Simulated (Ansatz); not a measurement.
Results of B3LYP (VWN-RPA form) in Ansatz (plane waves, PAW) for 1T (CdI2-type) SnSe2.

Run with plane-wave cutoff 460 eV, 9×9×4 k mesh (along the axes of the cell as run), Fermi–Dirac smearing 0.01 eV, scalar-relativistic PAW data made under PBE.

Cell (measured lattice):

Space group P-3m1 (No. 164); a = b = 3.811 Å, c = 6.140 Å, α = β = 90.00°, γ = 120.00°

```tsv
atom	site	symmetry	x	y	z
Sn	1a	-3m.	0.0000	0.0000	0.0000
Se	2d	3m.	0.3333	0.6667	0.2587
```

What does this level give for the band gap and smallest direct gap on the k points sampled?


* **band gap**: 1.52 eV
* **smallest direct gap on the k points sampled**: 2.11 eV

Measured, for comparison: band gap 0.98 eV (temperature not stated, no zero-point or thermal correction, indirect, our sources range from 0.98 to 1.06; as tabulated in Gonzalez and Oleynik (2016), arXiv:1609.04381).

Note: cell and atoms aren't relaxed at this level (largest force component 0.08 eV/Å, pressure 4.2 GPa).

Spin–orbit coupling is not included.

The computed numbers hold no vibrational or temperature effects.

It cost roughly 8 core-minutes of CPU time.

Ansatz is a quantum-chemistry and plane-wave program.
